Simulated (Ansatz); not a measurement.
Compare A (`CC(Cl)OCF`) with its isomer B (`CC(O)(Cl)CF`).

Gas-phase electronic energies from Ansatz, PBE0-D4/def2-TZVP geometries. CCSD(T)/CBS is the MP2 limit (def2-TZVPP, def2-QZVPP) plus CCSD(T) − MP2 in def2-TZVPP, frozen cores. DFT in def2-TZVPP. B3LYP here is the variant with VWN-RPA as its local correlation; programs differ in this. Each species was taken in one conformer, which may not be the lowest.

A:

```xyz
12

C     1.4091   -0.4387    1.0186
C     0.1612    0.1987    0.4849
Cl   -1.1366    0.1691    1.7577
O    -0.2464   -0.4988   -0.6443
C    -1.2427    0.0956   -1.3879
F    -0.7744    1.2366   -1.9990
H     1.2210   -1.4864    1.2550
H     1.7427    0.0770    1.9181
H     2.1913   -0.3806    0.2586
H     0.2921    1.2590    0.2643
H    -1.5243   -0.6170   -2.1630
H    -2.0930    0.3854   -0.7629
```

B:

Z-matrix (Å, degrees):
```
C
C 1 1.506
H 1 1.092 2 109.3
H 1 1.090 2 110.8 3 -120.9
H 1 1.089 2 109.3 3 119.0
O 2 1.374 1 109.0 3 -60.0
Cl 2 1.836 1 108.2 3 -179.4
C 2 1.518 1 111.9 3 63.3
H 6 0.965 2 108.0 1 171.8
F 8 1.379 2 109.6 1 -172.1
H 8 1.091 2 111.4 1 67.4
H 8 1.095 2 108.7 1 -54.6
```

Which isomer does CCSD(T)/CBS put lower? Give the gap. (Best estimate.)

The calculation gave: B, by 22.3 kJ/mol.

Give E(B) − E(A) in kJ/mol with PBE-D4, HF/def2-TZVPP, PBE0-D4, B3LYP-D4, MP2/def2-TZVPP, r2SCAN-D4, B3LYP. (Estimate.)

Computed: PBE-D4 -17.2, HF/def2-TZVPP -7.7, PBE0-D4 -18.6, B3LYP-D4 -14.7, MP2/def2-TZVPP -22.9, r2SCAN-D4 -19.4, B3LYP -11.4. None reverses the order clearly.

Does the order hold for the free energy at 298.15 K (harmonic terms from PBE0-D4)? (Best estimate.)

Computed: Yes: G(B) − G(A) = -21.9 kJ/mol, for one conformer each. Modes under 60 cm⁻¹, often nearly free rotors, make the harmonic entropy too high.

Largest T1 diagnostic: 0.011.

At CCSD(T), def2-SVP lies +4.1 kJ/mol from the extrapolated value and def2-TZVPP +2.7 kJ/mol. Leaving LDA and LC-ωPBE aside and taking each functional with its dispersion term where it has one, the values, not all of them listed here, spread over 6.9 kJ/mol, from ωB97M-V to BLYP-D4. LDA lies −6.2 kJ/mol from PBE without D4.
